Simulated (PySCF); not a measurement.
Atom-mapped SMILES (the numbers label the heavy atoms): `[F:1][CH:2]([F:3])[CH2:4][Cl:5]`. Hydrogens are named by the atom that carries them.

GIAO PBE0/pcSseg-1 shifts (PySCF 2.14, gas phase, non-relativistic, equivalent atoms averaged), each against references optimised in the same way as the molecule (CFCl3, TMS, HCl).

On the GFN2-xTB geometry: F1/F3 -134.1, C2 123.1, C4 51.0, Cl5 61, H(C2) 6.13, H(C4) 3.76 ppm.

Q: What changes on the PBE0-D3(BJ)/def2-SVP geometry?

A: 
```tsv
atoms	δ (ppm)	change
F1/F3	-133.2	+0.9
C2	117.8	-5.3
C4	48.1	-2.9
Cl5	48	-13
H(C2)	5.65	-0.48
H(C4)	3.37	-0.39
```

Unscaled 19F shifts against computed CFCl3 carry errors that often reach 10 to 50 ppm.

Bonds between heavy atoms that differ most (equivalent bonds averaged): C2–C4 1.522 → 1.511 Å, C4–Cl5 1.777 → 1.773 Å, F1–C2 1.352 → 1.348 Å. Mean change of bonds to hydrogen: C–H +0.007 Å.
